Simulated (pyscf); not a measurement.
H₂Ga–AsH₂ + silane (SiH₄) -> H₃Si–GaH–AsH₂ + hydrogen (H₂) (four-centre exchange; singlet surface; Ga–H, H–Si broken, Ga–Si, H–H formed). PySCF, gas phase, ωB97X-D3(BJ)/def2-SVP geometries. Rate constants from transition-state theory, ωB97M-D3(BJ)/def2-TZVP energies (ideal gas, 1 atm, RRHO with modes under 100 cm⁻¹ raised to 100, one conformer, R ln 2 for chiral ones without a mode under 150 cm⁻¹; no tunnelling), k in cm³ molecule⁻¹ s⁻¹.

| T (K) | 1000/T | log10 k |
|---|---|---|
| 298 | 3.354 | -35.77 |
| 600 | 1.667 | ? |
| 900 | 1.111 | -19.93 |
| 1200 | 0.833 | -17.77 |

**Question.** Fit an Arrhenius line to the three values, give the activation energy, and predict k at 600 K.

**Answer.** Least squares gives log10 k = -11.93 − 7.11 × 1000/T, so Ea = 7.11 × ln 10 × 1.987 = 32.5 kcal/mol, against an electronic barrier of 30.2. At 600 K the line gives -23.78; the computed value is -24.03 (ΔG‡ = 49.5 kcal/mol), a factor 1.8 under the line, since the plot is curved. On the reactant side the descent ends in a complex, 6.4 kcal/mol under the separated species and 32.6 kcal/mol under the saddle at ωB97X-D3(BJ)/def2-TZVP. At the saddle there is also a short Ga–H contact that neither side keeps. At ωB97X-D3(BJ)/def2-TZVP the barrier from the zero used here is 26.2 kcal/mol. This is the saddle that the search found; another between the same sides may lie lower. Elements up to Kr have no core potential and no relativistic terms here.
